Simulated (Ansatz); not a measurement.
Input for Ansatz (development build ahead of 0.2.0):

```yaml
crystal:
  periodic: [false, false, false]
  atoms:
    - { symbol: H, position_ang: [0.0, 0.0, -0.89444] }
    - { symbol: F, position_ang: [0.0, 0.0, 0.09938] }
basis:
  gaussian: { orbitals: cc-pVTZ }
hamiltonian:
  xc: hf
```

The input is written out in the form of the current development build from the run's settings.

Results

```yaml
Converged: yes
Total_energy: -100.04889 hartree
Spin_squared_of_the_determinant: 0.000
```
